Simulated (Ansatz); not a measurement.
The pair A = CH5N (SMILES CN) (first 7 atoms), B = CH5N (SMILES CN); geometry from S66by8 set.
(charge 0, multiplicity 1):
```xyz
14

N     -1.449     0.219    -0.633
H     -0.621    -0.366    -0.683
H     -2.111    -0.171    -1.291
C     -2.009     0.139     0.714
H     -2.903     0.757     0.776
H     -2.273    -0.868     1.052
H     -1.291     0.547     1.424
N      1.620    -0.712    -0.478
H      1.916    -0.438    -1.405
H      2.244    -1.460    -0.202
C      1.780     0.423     0.436
H      1.510     0.108     1.442
H      2.788     0.845     0.473
H      1.088     1.209     0.144
```

Cores are frozen in the correlated methods. MP2 and its Hartree–Fock in aug-cc-pVTZ are density fitted.

The values were computed with Ansatz (Gaussian basis) for Hartree–Fock, density functionals and correlated methods. Each number belongs to the level named beside it.

The counterpoise-corrected interaction energy is E(AB) − E(A in the pair's basis) − E(B in the pair's basis). Total energies (hartree):

| level | AB | A in the pair's basis | B in the pair's basis |
|---|---|---|---|
| HF/aug-cc-pVDZ | -190.4636343 | -95.2308808 | -95.2310769 |
| MP2/aug-cc-pVDZ | -191.1544420 | -95.5741206 | -95.5744676 |
| HF/aug-cc-pVTZ | -190.5124917 | -95.2553611 | -95.2554547 |
| MP2/aug-cc-pVTZ | -191.3413575 | -95.6673910 | -95.6674999 |
| CCSD(T)/aug-cc-pVDZ | -191.2343434 | -95.6141590 | -95.6145166 |

**Question.** Work out the counterpoise-corrected interaction energy at the basis-set limit: extrapolate the MP2 correlation part as X⁻³, take Hartree–Fock from the larger set, and add the CCSD(T) − MP2 difference of aug-cc-pVDZ.

**Answer.** 
1. Differences (1 hartree = 627.509 kcal/mol): HF/aug-cc-pVDZ -1.052; MP2/aug-cc-pVDZ -3.673; HF/aug-cc-pVTZ -1.052; MP2/aug-cc-pVTZ -4.058; CCSD(T)/aug-cc-pVDZ -3.557.
2. Correlation parts, MP2 less HF: -2.621 in aug-cc-pVDZ (X = 2), -3.006 in aug-cc-pVTZ (X = 3).
3. Limit (3³·(-3.006) − 2³·(-2.621))/(3³ − 2³) = -3.168; with HF/aug-cc-pVTZ it gives -4.220.
4. CCSD(T) less MP2 in aug-cc-pVDZ: 0.117.
Result: -4.10 kcal/mol, against -3.67 at MP2/aug-cc-pVDZ. It is an estimate of this method's limit, not of the exact value.

Ansatz is a quantum-chemistry and plane-wave program.
